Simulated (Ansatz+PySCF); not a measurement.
Two shapes of singlet H2O.

Shape 1:

```xyz
3

O     0.0000    0.0000   -0.1197
H     0.0000    2.2625    1.6753
H     0.0000   -0.7542    0.4787
```

Shape 2:

```xyz
3

O     0.0000    0.0000   -0.1795
H     0.0000    1.1313    0.7180
H     0.0000   -1.1313    0.7180
```

Basis set: 6-31G* (spherical functions). Correlated methods keep 1 orbital frozen. Charge 0, multiplicity 1.

Computed with Ansatz (development build ahead of 0.2.0); each method stands on the lowest determinant of its kind that the runs found.

**Question.** Which shape is lower in energy, and by how much in each method?

**Answer.**

```
                            method  E(2) − E(1) (eV)
                               RHF            -3.654
                               UHF             1.497
                          RHF-CCSD            -0.967
                       UHF-CCSD(T)            -0.535
full CI (lowest root of this spin)            -0.621
```

The methods disagree on the order. Caution for RHF, RHF-CCSD: an unrestricted determinant lies well below. Caution for UHF, UHF-CCSD(T): the unrestricted determinant is a mixture of spin states. Caution for RHF-CCSD: large amplitudes, a single reference is doubtful. Caution for RHF-CCSD, UHF-CCSD(T): bonds are stretched, where a single reference can fail. Caution for UHF-CCSD(T): a plain start can end on a higher determinant; another reference gives a lower total.
